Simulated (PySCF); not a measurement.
Basis-set dependence of population analyses: `FC1=CCCC1`

Compound: C5H7F.
Cartesian coordinates in Å at the PBE0-D3(BJ)/def2-SVP level; atoms count from 1:
```xyz
13
C5H7F angstrom
F     -1.542    2.339   -0.105
C     -0.762    1.274    0.035
C      0.546    1.287    0.295
C      1.077   -0.117    0.310
C     -0.200   -0.987    0.347
C     -1.340   -0.090   -0.163
H      1.145    2.190    0.421
H      1.682   -0.316   -0.594
H      1.738   -0.319    1.169
H     -0.098   -1.915   -0.231
H     -0.408   -1.277    1.388
H     -1.571   -0.253   -1.231
H     -2.286   -0.226    0.386
```

PBE0 throughout (PySCF), one geometry, spherical d and f functions. One conformer (not necessarily the lowest) at the PBE0-D3(BJ)/def2-SVP geometry, without solvent, vibrations or thermal averaging. The first 7 of 10 kinds of atom are listed.

Mulliken charges (e):

```json
{"basis": "STO-3G", "functions": "37", "F1": "-0.072", "C2": "+0.092", "C3": "-0.132", "C4": "-0.145", "C5": "-0.139", "C6": "-0.163", "H7": "+0.080"}
{"basis": "6-31G", "functions": "68", "F1": "-0.316", "C2": "+0.323", "C3": "-0.160", "C4": "-0.371", "C5": "-0.347", "C6": "-0.391", "H7": "+0.177"}
{"basis": "pcSseg-0", "functions": "68", "F1": "-0.352", "C2": "+0.285", "C3": "-0.191", "C4": "-0.534", "C5": "-0.507", "C6": "-0.509", "H7": "+0.247"}
{"basis": "6-31G*", "functions": "98", "F1": "-0.309", "C2": "+0.413", "C3": "-0.228", "C4": "-0.365", "C5": "-0.355", "C6": "-0.422", "H7": "+0.173"}
{"basis": "cc-pVDZ", "functions": "119", "F1": "-0.161", "C2": "+0.110", "C3": "-0.096", "C4": "-0.026", "C5": "-0.081", "C6": "-0.049", "H7": "+0.011"}
{"basis": "def2-SVP", "functions": "119", "F1": "-0.200", "C2": "+0.162", "C3": "-0.160", "C4": "-0.014", "C5": "-0.095", "C6": "-0.034", "H7": "+0.030"}
{"basis": "aug-cc-pVDZ", "functions": "201", "F1": "-0.587", "C2": "+0.441", "C3": "+0.271", "C4": "+0.486", "C5": "+0.555", "C6": "+0.315", "H7": "-0.365"}
{"basis": "6-311+G(2d,p)", "functions": "204", "F1": "-0.333", "C2": "+0.239", "C3": "-0.004", "C4": "-0.320", "C5": "-0.239", "C6": "-0.266", "H7": "+0.112"}
{"basis": "def2-TZVP", "functions": "228", "F1": "-0.188", "C2": "+0.189", "C3": "-0.243", "C4": "-0.132", "C5": "-0.229", "C6": "-0.179", "H7": "+0.128"}
{"basis": "cc-pVTZ", "functions": "278", "F1": "-0.153", "C2": "+0.211", "C3": "-0.242", "C4": "-0.134", "C5": "-0.179", "C6": "-0.191", "H7": "+0.128"}
{"basis": "IGLO-III", "functions": "280", "F1": "-0.249", "C2": "+0.291", "C3": "-0.149", "C4": "-0.186", "C5": "-0.224", "C6": "-0.249", "H7": "+0.083"}
{"basis": "pcSseg-2", "functions": "314", "F1": "-0.261", "C2": "+0.247", "C3": "-0.180", "C4": "+0.030", "C5": "-0.100", "C6": "-0.018", "H7": "+0.038"}
```

IAO charges (e):

```json
{"basis": "STO-3G", "functions": "37", "F1": "-0.084", "C2": "+0.134", "C3": "-0.203", "C4": "-0.258", "C5": "-0.249", "C6": "-0.284", "H7": "+0.136"}
{"basis": "6-31G", "functions": "68", "F1": "-0.247", "C2": "+0.256", "C3": "-0.220", "C4": "-0.267", "C5": "-0.263", "C6": "-0.298", "H7": "+0.161"}
{"basis": "pcSseg-0", "functions": "68", "F1": "-0.231", "C2": "+0.248", "C3": "-0.222", "C4": "-0.276", "C5": "-0.271", "C6": "-0.306", "H7": "+0.160"}
{"basis": "6-31G*", "functions": "98", "F1": "-0.254", "C2": "+0.287", "C3": "-0.227", "C4": "-0.251", "C5": "-0.250", "C6": "-0.286", "H7": "+0.153"}
{"basis": "cc-pVDZ", "functions": "119", "F1": "-0.254", "C2": "+0.287", "C3": "-0.231", "C4": "-0.251", "C5": "-0.250", "C6": "-0.287", "H7": "+0.155"}
{"basis": "def2-SVP", "functions": "119", "F1": "-0.254", "C2": "+0.285", "C3": "-0.226", "C4": "-0.247", "C5": "-0.244", "C6": "-0.282", "H7": "+0.152"}
{"basis": "aug-cc-pVDZ", "functions": "201", "F1": "-0.268", "C2": "+0.289", "C3": "-0.231", "C4": "-0.256", "C5": "-0.255", "C6": "-0.290", "H7": "+0.159"}
{"basis": "6-311+G(2d,p)", "functions": "204", "F1": "-0.269", "C2": "+0.289", "C3": "-0.231", "C4": "-0.257", "C5": "-0.256", "C6": "-0.291", "H7": "+0.159"}
{"basis": "def2-TZVP", "functions": "228", "F1": "-0.268", "C2": "+0.294", "C3": "-0.233", "C4": "-0.257", "C5": "-0.256", "C6": "-0.292", "H7": "+0.159"}
{"basis": "cc-pVTZ", "functions": "278", "F1": "-0.265", "C2": "+0.294", "C3": "-0.233", "C4": "-0.258", "C5": "-0.257", "C6": "-0.293", "H7": "+0.159"}
{"basis": "IGLO-III", "functions": "280", "F1": "-0.269", "C2": "+0.292", "C3": "-0.232", "C4": "-0.258", "C5": "-0.257", "C6": "-0.292", "H7": "+0.160"}
{"basis": "pcSseg-2", "functions": "314", "F1": "-0.269", "C2": "+0.293", "C3": "-0.232", "C4": "-0.258", "C5": "-0.256", "C6": "-0.292", "H7": "+0.159"}
```

Hirshfeld charges (e):

```json
{"basis": "STO-3G", "functions": "37", "F1": "-0.027", "C2": "+0.049", "C3": "-0.093", "C4": "-0.010", "C5": "-0.011", "C6": "-0.021", "H7": "+0.027"}
{"basis": "6-31G", "functions": "68", "F1": "-0.094", "C2": "+0.072", "C3": "-0.086", "C4": "-0.053", "C5": "-0.049", "C6": "-0.062", "H7": "+0.052"}
{"basis": "pcSseg-0", "functions": "68", "F1": "-0.084", "C2": "+0.078", "C3": "-0.086", "C4": "-0.055", "C5": "-0.049", "C6": "-0.065", "H7": "+0.049"}
{"basis": "6-31G*", "functions": "98", "F1": "-0.083", "C2": "+0.073", "C3": "-0.088", "C4": "-0.056", "C5": "-0.050", "C6": "-0.063", "H7": "+0.050"}
{"basis": "cc-pVDZ", "functions": "119", "F1": "-0.072", "C2": "+0.073", "C3": "-0.087", "C4": "-0.062", "C5": "-0.056", "C6": "-0.073", "H7": "+0.048"}
{"basis": "def2-SVP", "functions": "119", "F1": "-0.079", "C2": "+0.080", "C3": "-0.086", "C4": "-0.064", "C5": "-0.058", "C6": "-0.075", "H7": "+0.049"}
{"basis": "aug-cc-pVDZ", "functions": "201", "F1": "-0.087", "C2": "+0.076", "C3": "-0.086", "C4": "-0.076", "C5": "-0.069", "C6": "-0.085", "H7": "+0.056"}
{"basis": "6-311+G(2d,p)", "functions": "204", "F1": "-0.090", "C2": "+0.074", "C3": "-0.086", "C4": "-0.071", "C5": "-0.065", "C6": "-0.081", "H7": "+0.056"}
{"basis": "def2-TZVP", "functions": "228", "F1": "-0.086", "C2": "+0.077", "C3": "-0.086", "C4": "-0.072", "C5": "-0.065", "C6": "-0.081", "H7": "+0.054"}
{"basis": "cc-pVTZ", "functions": "278", "F1": "-0.083", "C2": "+0.078", "C3": "-0.087", "C4": "-0.071", "C5": "-0.065", "C6": "-0.081", "H7": "+0.052"}
{"basis": "IGLO-III", "functions": "280", "F1": "-0.087", "C2": "+0.077", "C3": "-0.086", "C4": "-0.075", "C5": "-0.068", "C6": "-0.085", "H7": "+0.055"}
{"basis": "pcSseg-2", "functions": "314", "F1": "-0.087", "C2": "+0.079", "C3": "-0.086", "C4": "-0.075", "C5": "-0.069", "C6": "-0.085", "H7": "+0.054"}
```

ESP-fitted charges (e):

```
        basis  functions      F1      C2      C3      C4      C5      C6      H7
       STO-3G         37  -0.106  +0.241  -0.252  -0.065  -0.165  -0.135  +0.100
        6-31G         68  -0.240  +0.334  -0.367  -0.011  -0.212  -0.107  +0.174
     pcSseg-0         68  -0.251  +0.382  -0.407  -0.026  -0.265  -0.134  +0.188
       6-31G*         98  -0.168  +0.233  -0.336  +0.029  -0.195  -0.069  +0.158
      cc-pVDZ        119  -0.171  +0.227  -0.343  +0.056  -0.185  -0.039  +0.157
     def2-SVP        119  -0.189  +0.253  -0.352  +0.055  -0.192  -0.038  +0.159
  aug-cc-pVDZ        201  -0.208  +0.272  -0.351  +0.019  -0.179  -0.079  +0.168
6-311+G(2d,p)        204  -0.207  +0.265  -0.356  +0.025  -0.193  -0.074  +0.172
    def2-TZVP        228  -0.197  +0.257  -0.353  +0.035  -0.182  -0.064  +0.167
      cc-pVTZ        278  -0.187  +0.240  -0.346  +0.043  -0.178  -0.053  +0.163
     IGLO-III        280  -0.201  +0.255  -0.348  +0.031  -0.175  -0.068  +0.167
     pcSseg-2        314  -0.210  +0.279  -0.360  +0.025  -0.181  -0.074  +0.169
```

Problem. Which scheme is steadiest as the basis changes?

Solution. Largest range over the bases for any column: Hirshfeld 0.07 e, ESP-fitted 0.16 e, IAO 0.19 e, Mulliken 1.06 e. Hirshfeld charges move least and Mulliken charges most, counted in e. Without the minimal STO-3G basis the ranges are Hirshfeld 0.02, ESP-fitted 0.16, IAO 0.05, Mulliken 1.06 e.

Problem. How much do the charges still move between the two largest bases, IGLO-III and pcSseg-2?

Solution. At most, over all atoms: Mulliken 0.231 e, IAO 0.002 e, Hirshfeld 0.002 e, ESP-fitted 0.024 e.

Problem. What do the same runs give for the total energy, the frontier levels and the dipole moment?

Solution. 
| basis | energy (Eh) | HOMO (eV) | LUMO (eV) | μ (D) |
| --- | --- | --- | --- | --- |
| STO-3G | -290.4902 | -4.18 | 4.11 | 0.71 |
| 6-31G | -294.1626 | -6.59 | 1.09 | 1.78 |
| pcSseg-0 | -293.5658 | -6.89 | 0.78 | 1.76 |
| 6-31G* | -294.2297 | -6.48 | 1.21 | 1.37 |
| cc-pVDZ | -294.2528 | -6.61 | 0.99 | 1.41 |
| def2-SVP | -294.0207 | -6.71 | 0.89 | 1.47 |
| aug-cc-pVDZ | -294.2713 | -6.76 | -0.06 | 1.65 |
| 6-311+G(2d,p) | -294.3226 | -6.78 | 0.41 | 1.68 |
| def2-TZVP | -294.3481 | -6.75 | 0.73 | 1.58 |
| cc-pVTZ | -294.3384 | -6.72 | 0.80 | 1.52 |
| IGLO-III | -294.3548 | -6.77 | 0.64 | 1.64 |
| pcSseg-2 | -294.3483 | -6.78 | 0.59 | 1.64 |

The dipole is fixed by the density alone, so its range of 1.07 D shows that the density itself changes with the basis, not only its division among atoms.
